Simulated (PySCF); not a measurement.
Molecule: C₂H₄N, charge 1, multiplicity 1. It need not be the lowest isomer of its formula. SMILES: CC#[NH+]
Coordinates optimised at B3LYP-D3(BJ)/def2-TZVP (Ansatz):
```xyz
7

C     -0.0096     0.0076    -1.2657
C      0.0013    -0.0010     0.1678
N      0.0099    -0.0079     1.3057
H      0.0063     1.0433    -1.6163
H      0.8734    -0.5230    -1.6324
H     -0.9166    -0.4909    -1.6186
H      0.0175    -0.0140     2.3151
```
Charge +1, spin multiplicity 1.

Dispersion corrections to the total energy (kcal/mol) from the dftd3 and dftd4 libraries through PySCF: D3(BJ) without and D4 with the three-body term, each with the damping fitted for the functional named.

```
functional  D3(BJ)     D4
----------  ------  -----
CAM-B3LYP        …  -1.12
B2GP-PLYP    -1.07  -0.56
B3LYP        -3.44  -2.21
PW6B95       -0.88  -1.23
r2SCAN           …  -0.33
BP86             …  -1.75
HSE06        -1.18  -1.04
```

### Question
Complete the blanks.

### Answer

- CAM-B3LYP, D3(BJ): -1.43
- r2SCAN, D3(BJ): -0.54
- BP86, D3(BJ): -2.98
